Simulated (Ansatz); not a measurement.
A structure relaxed at PBE0-D4/def2-TZVP, charge 0, multiplicity 1:

```
atom    x (Å)    y (Å)    z (Å)
  C1   0.0193  -1.2606   0.8816
  C2  -0.5149  -0.1801  -0.0482
  C3  -0.7945   1.1137   0.7036
  C4   0.4227   0.0535  -1.2194
  O5   1.6676   0.5168  -0.7318
  H6   0.1790  -2.2015   0.3480
  H7   0.9734  -0.9558   1.3164
  H8  -0.6807  -1.4518   1.6985
  H9  -1.4561  -0.5356  -0.4873
 H10   0.1260   1.5160   1.1313
 H11  -1.2179   1.8746   0.0423
 H12  -1.5024   0.9449   1.5187
 H13   0.5498  -0.8864  -1.7758
 H14  -0.0251   0.7906  -1.9015
 H15   2.2541   0.6618  -1.4763
```

Problem. Give its formula and SMILES.

Solution. C4H10O, `CC(C)CO`.

Problem. Point group (tolerance 0.08 Å, 0.16 Å for H)?

Solution. Cs.

Problem. Summarise the bond lengths by kind.

Solution. 3 × C–C 1.518 to 1.522 Å; 9 × C–H 1.092 to 1.100 Å; 1 × C–O 1.415 Å; 1 × H–O 0.959 Å.

All numbers were calculated with Ansatz.
